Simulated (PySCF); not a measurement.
C2H4O2, charge +1, multiplicity 2. Atoms are numbered in the order given.

```xyz
8

C     -0.3844    -1.4525     0.0000
O      0.6960    -0.4241     0.0000
C      0.4530     0.8075     0.0000
O     -0.6857     1.3462     0.0000
H     -0.9778    -1.3188    -0.9143
H      0.1571    -2.4027     0.0000
H     -0.9778    -1.3188     0.9143
H      1.3047     1.5327     0.0000
```
Charge +1, spin multiplicity 2.

Geometry: B3LYP-D3(BJ)/def2-SVP. The spin state was assumed, not searched. Other conformers were not sampled.

All values below come from B3LYP-D3(BJ)/def2-SVP run with PySCF.

Frequencies are harmonic and unscaled.

Give all harmonic wavenumbers and intensities. (The exact figures need the calculation; the answer reports its results.)


```csv
mode,ν (cm⁻¹),IR (km/mol),moving atoms (share of kinetic energy)
1,31,0.4,H 92 %
2,222,9.2,"O 50 %, C 33 %, H 17 %"
3,372,44.5,"H 38 %, O 36 %, C 26 %"
4,570,10.3,"O 46 %, C 43 %, H 11 %"
5,797,59.8,"C 55 %, O 35 %, H 9 %"
6,961,0.7,"H 57 %, C 37 %"
7,1140,2.1,"H 79 %, C 16 %"
8,1149,9.7,"H 65 %, C 18 %, O 17 %"
9,1206,6.1,"H 67 %, O 23 %, C 10 %"
10,1347,70.0,"H 39 %, O 38 %, C 23 %"
11,1428,47.1,"H 83 %, C 12 %"
12,1436,0.6,H 89 %
13,1454,28.8,H 96 %
14,1596,264.8,"C 60 %, O 30 %, H 9 %"
15,2962,114.3,H 93 %
16,3069,0.5,H 98 %
17,3191,4.1,"H 90 %, C 10 %"
18,3237,11.5,"H 90 %, C 10 %"
```
